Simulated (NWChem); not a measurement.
How basis sets differ on CH3ClSi (SMILES C[Si]Cl)

CH3ClSi: 6 atoms, total charge 0, spin state singlet. As SMILES, `C[Si]Cl`. The coordinates come from a PBE0-D4/def2-TZVP relaxation.

Quantity: the dipole moment, in D. The values are calculated.

| level | kind | program | value (D) | CPU time |
| --- | --- | --- | --- | --- |
| BP86/6-31G* (spherical functions) | GGA | NWChem | 2.03 | 11 s |
| BP86/6-31+G* (spherical functions) | GGA | NWChem | 1.95 | 16 s |
| BP86/6-31++G** (spherical functions) | GGA | NWChem | 1.92 | 21 s |
| BP86/6-311+G** | GGA | NWChem | 1.89 | 24 s |
| BP86/6-311++G(2d,2p) | GGA | NWChem | 1.76 | 41 s |
| BP86/6-311++G(3df,3pd) | GGA | NWChem | 1.72 | 1.9 min |

The values span 1.72 to 2.03 D. Times are those of the runs behind each value, whatever else they computed, on shared processors of several kinds: orders of magnitude only.
